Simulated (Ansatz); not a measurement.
Relaxation of CH$_{3}$BF (6 atoms, charge 0, multiplicity 2), to a largest force component of 0.015 eV/Å in at most 40 steps.

Level of theory: UKS PBE0/def2-SVP (Ansatz 0.2.0).

```xyz
6
Properties=species:S:1:pos:R:3:forces:R:3
C -0.310 0.271 -0.172 -0.43 1.07 -1.35
B 0.235 -1.099 0.226 3.43 -0.47 1.38
F 1.538 -1.190 0.762 -2.94 -0.06 -1.17
H -1.204 0.522 0.401 -0.48 -0.12 0.13
H 0.388 1.105 0.003 0.27 -0.17 0.04
H -0.606 0.327 -1.266 0.16 -0.25 0.98
```

Where does it end, and by what steps?

The run converged. After 4 steps the energy has fallen by 0.243 eV; F3 moved furthest, 0.07 Å.

| step | energy less start (eV) | largest force component (eV/Å) | accepted |
| --- | --- | --- | --- |
| 0 | 0.0000 | 3.433 | yes |
| 1 | -0.1884 | 1.794 | yes |
| 2 | -0.2342 | 0.808 | yes |
| 3 | -0.2432 | 0.050 | yes |
| 4 | -0.2434 | 0.015 | yes |

```xyz
6
Properties=species:S:1:pos:R:3
C -0.303 0.312 -0.174
B 0.289 -1.070 0.237
F 1.489 -1.234 0.740
H -1.230 0.496 0.394
H 0.397 1.147 -0.009
H -0.599 0.286 -1.235
```

Run time: 10 s on 1 thread of Arm Neoverse V2, on a shared host, peak memory 0.14 GiB.
